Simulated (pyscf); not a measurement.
PySCF, gas phase, ωB97X-D3(BJ)/def2-SVP geometries.

Estimate the classical barrier height and the reaction energy of •H₂C–F + hydrogen (H₂) → fluoromethane (H₃C–F) + H atom (H•) at ωB97M-D3(BJ)/def2-TZVP. The step runs on the doublet surface, breaks H–H and forms C–H; take the separated reactants as zero.

ΔE‡ = 12.5 kcal/mol, ΔE = +0.6 kcal/mol. Zero-point energy shifts the barrier by +1.3 kcal/mol. It is a hydrogen abstraction, with an imaginary mode of 1428i cm⁻¹. One saddle was located; it need not be the lowest between these sides. The angle at the transferred H is 177°.
